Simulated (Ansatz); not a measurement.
A CCSD(T) single point on C$_{2}$H$_{4}$F$_{2}$, SMILES `FCCF`.

```yaml
crystal:
  periodic: [false, false, false]
  atoms:
    - {symbol: F, position_ang: [-1.299983, 0.769579, 0.867503]}
    - {symbol: C, position_ang: [-0.104427, 0.709184, 0.185194]}
    - {symbol: C, position_ang: [0.229237, -0.703495, -0.183532]}
    - {symbol: F, position_ang: [-0.606933, -1.162312, -1.177940]}
    - {symbol: H, position_ang: [-0.190992, 1.329576, -0.711754]}
    - {symbol: H, position_ang: [0.682525, 1.112119, 0.832050]}
    - {symbol: H, position_ang: [1.260151, -0.749950, -0.551135]}
    - {symbol: H, position_ang: [0.122423, -1.361801, 0.683716]}
basis:
  gaussian: {orbitals: def2-SVP}
correlation: {method: ccsd_t}
```

```sh
$ ansatz run in.yaml --threads 4 --pin off --events-out ev --progress --plain --max-ram 10444MiB
```

The program prints (abridged):

```
Functional definition: HF
754 factors; integrals over basis functions are off by at most 1.3e-3 eV
mean field evaluation 1: about -7527.6693 eV, gradient 2.8e1 eV
mean field evaluation 2: about -7527.7675 eV, gradient 2.8e1 eV
mean field evaluation 4: about -7529.5866 eV, gradient 3.3e0 eV
mean field evaluation 8: about -7529.6166 eV, gradient 7.6e-2 eV
mean field evaluation 16: about -7529.5056 eV, gradient 3.5e-1 eV
mean field -7529.61663203 eV, -276.7083074697 hartree, gradient 9.4e-6 eV, S^2 0.000000; 0 other end points of the search recorded, 0 dependent functions left out
4 core orbitals not correlated: weight in the atoms' cores, before any rotation towards them, 1.000 or more for the frozen orbitals, at most 0.000 for the correlated occupied ones
reference -7529.61663203 eV, -276.7083074697 hartree; 13, 13 occupied and 59, 59 virtual orbitals, 754 factors
second order -17.55455891 eV of doubles, -0.00000000 eV of singles
cycle   1  -17.98034679 eV  change   -4.3e-1 eV  update   8.3e-2
cycle   2  -18.35693547 eV  change   -3.8e-1 eV  update   2.3e-2
cycle   3  -18.45304450 eV  change   -9.6e-2 eV  update   1.1e-2
cycle   4  -18.45060548 eV  change    2.4e-3 eV  update   1.9e-3
cycle   5  -18.45029720 eV  change    3.1e-4 eV  update   7.8e-4
cycle   6  -18.45059915 eV  change   -3.0e-4 eV  update   2.1e-4
cycle   7  -18.45053110 eV  change    6.8e-5 eV  update   7.2e-5
cycle   8  -18.45048406 eV  change    4.7e-5 eV  update   2.3e-5
cycle   9  -18.45048199 eV  change    2.1e-6 eV  update   7.5e-6
perturbative correction -0.37020184 eV, -0.0136046666 hartree
Total energy: -7548.43731586 eV, -277.3999548431 hartree
```

Hardware: 4 threads of an Arm Neoverse V2 on a shared host. Wall time 1.1 s, peak host memory 0.34 GiB.

Correlation energy per correlated electron: -0.724 eV. T1 diagnostic: 0.0097.
